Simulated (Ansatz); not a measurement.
Results of LDA (PAW; Ansatz, a first-principles code) for hcp Zn.

Run with plane-wave cutoff 500 eV, 12×12×1 k mesh (along the axes of the cell as run), Fermi–Dirac smearing 0.1 eV, scalar-relativistic PAW data made under PBE.

### Question
What does this level give for the surface energy of the (11-20) face and work function of the (11-20) face?

### Answer

* **surface energy of the (11-20) face**: 1.33 J/m²
* **work function of the (11-20) face**: 4.35 eV

The slab of 20 atoms is relaxed and unreconstructed.

Static lattice: no zero-point or thermal effects.
